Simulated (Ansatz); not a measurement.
We consider antiferromagnetic (type II) rock-salt NiO, described by BLYP in Ansatz (plane waves, PAW).

Run with plane-wave cutoff 520 eV, 14×14×14 k mesh, Fermi–Dirac smearing 0.01 eV, spin-polarised with opposed moments, scalar-relativistic PAW data made under PBE.

Shape and atoms are relaxed at each volume.

Pressure at four volumes; x = ln(V/9.609 Å³). One pressure is withheld.

```
V (Å³/atom)        x  P (GPa)
-----------  -------  -------
9.225        -0.0408     7.81
9.609         0.0000     0.01
9.801         0.0198    -3.29
9.993         0.0392        ?
```

Question: Pass a parabola P(x) through the three rows shown, estimate the bulk modulus and its pressure derivative near zero pressure, and predict the withheld pressure.

Answer: Slopes between the rows: (0.01 − (7.81))/(0.0000 − (-0.0408)) = -191.18 and (-3.29 − (0.01))/(0.0198 − (0.0000)) = -166.67 GPa. Their difference over the span 0.0606 is c = 24.51/0.0606 = 404.5 GPa, so P(x) = 7.81 + (-191.18)(x − (-0.0408)) + 404.5 (x − (-0.0408))(x − (0.0000)). At the middle row B = −dP/dx = −[-191.18 + 404.5 × 0.0408] = 174.7 GPa, and B′ = dB/dP = 2c/B = 4.6. At x = 0.0392 the parabola gives -6.22 GPa; the run gives -6.24 GPa. The Birch–Murnaghan fit to the energies at all volumes has B0 = 174 GPa and B′ = 4.5.

Measured, for comparison: bulk modulus 192 ± 7 GPa (room temperature, not corrected to a static lattice, equation of state from high-pressure X-ray diffraction, our sources range from 174 to 209; as tabulated in Gavriliuk et al., The first-order structural transition in NiO at high …). Computed (rounded) less measured: bulk modulus not scored (sources differ).

Note: without U or exact exchange, gaps and moments of open d shells tend to come out too small; the bulk modulus comes from volumes at which shape and atoms were relaxed.

Ansatz is a first-principles code.
